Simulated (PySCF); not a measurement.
**What PySCF settings do for SiB**

Base input, run as `OMP_NUM_THREADS=1 python input.py` with PySCF 2.14:

```python
from pyscf import gto, dft

mol = gto.M(
    atom='Si 0 0 0; B 0 0 1.93',
    basis='pcseg-1',
    charge=0,
    spin=3,
    verbose=3,
)
mf = dft.UKS(mol, xc='lc_wpbe')
mf.kernel()
mf.stability(internal=True, external=True)
mf.dip_moment()
print('orbital energies (hartree):', [e[max(0, n-3):n+3].round(4) for e, n in zip(mf.mo_energy, mol.nelec)])
```

Base result: E(SCF) = -313.985676 Eh, ⟨S²⟩ = 3.753, μz(SCF) = -0.29 D, internal stable; real -> complex stable. The bond length is a typed value, not an optimised one. No search for the lowest solution was made.

It ran on Intel Xeon Platinum 8488C (1 thread, shared host) in 15 s, peak memory 0.22 GiB.

Each row names what differs from the base; energies in brackets are changes from the base.

```tsv
change	result	wall time (s)
step after the SCF: stability → ccsd; SCF type: UKS → UHF; functional: lc_wpbe → none (Hartree–Fock); frozen orbitals: default → 0	E(SCF) = -313.419963 Eh, E(CCSD) − E(SCF) = -0.13840 Eh, ⟨S²⟩ = 3.756, μz(SCF) = -0.03 D	1.5
geometry: bond 1.93 → bond 2.895	E(SCF) = -313.900699 Eh (+2.3123 eV), ⟨S²⟩ = 3.762, μz(SCF) = 1.56 D, internal stable; real -> complex stable	16
basis set: pcseg-1 → aug-cc-pvdz	E(SCF) = -314.009721 Eh (-0.6543 eV), ⟨S²⟩ = 3.754, μz(SCF) = -0.33 D, internal stable; real -> complex stable	23
spin (2S): 3 → 1	E(SCF) = -313.927810 Eh (+1.5746 eV), ⟨S²⟩ = 0.788, μz(SCF) = -0.21 D, internal unstable; real -> complex unstable	15
spin (2S): 3 → 7 [a high spin state]	E(SCF) = -313.563567 Eh (+11.4862 eV), ⟨S²⟩ = 15.750, μz(SCF) = -3.36 D, internal stable; real -> complex stable	10
geometry: bond 1.93 → bond 0.1 [unsound on purpose]	E(SCF) = -102.272777 Eh, ⟨S²⟩ = 3.753, μz(SCF) = 0.95 D, internal stable; real -> complex stable	14
spin (2S): 3 → 5 [a high spin state]	E(SCF) = -313.858989 Eh (+3.4473 eV), ⟨S²⟩ = 8.751, μz(SCF) = -1.56 D, internal stable; real -> complex stable	13
basis set: pcseg-1 → x2c-svpall; spin-free X2C: off → on	E(SCF) = -314.500304 Eh, ⟨S²⟩ = 3.753, μz(SCF) = -0.27 D, internal stable; real -> complex stable	13
DIIS space: default → 12	E(SCF) = -313.985676 Eh (+0.0000 eV), ⟨S²⟩ = 3.753, μz(SCF) = -0.29 D, internal stable; real -> complex stable	13
charge: 0 → 2 [another spin of the ion may lie lower]	E(SCF) = -312.977320 Eh (+27.4388 eV), ⟨S²⟩ = 3.782, internal unstable; real -> complex unstable	13
```
